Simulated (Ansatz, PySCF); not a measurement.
Molecule: lithium fluoride, LiF, net charge 0, singlet state. 
Geometry from a B3LYP-D3(BJ)/def2-TZVP (Ansatz, a quantum-chemistry and plane-wave program) optimisation:
SMILES: [Li][F]
```xyz
2

Li     0.0000     0.0000    -1.1712
F      0.0000     0.0000     0.3904
```
Charge 0, spin multiplicity 1.

Dipole moments at this geometry, in debye (magnitudes).

| level | program | dipole (D) |
|---|---|---|
| PBE/def2-TZVPD | Ansatz | 6.10 |
| BP86/def2-TZVPD | PySCF | … |
| B3LYP/def2-TZVPD | Ansatz | 6.20 |
| LC-wPBE/def2-TZVPD | Ansatz | 6.25 |
| wB97M-V/def2-TZVPD | Ansatz | 6.23 |
| CCSD(T)/def2-SVPD | Ansatz | … |

Problem. What belongs in the gaps?

Solution. 
- BP86/def2-TZVPD, dipole (D): 6.14
- CCSD(T)/def2-SVPD, dipole (D): 6.38
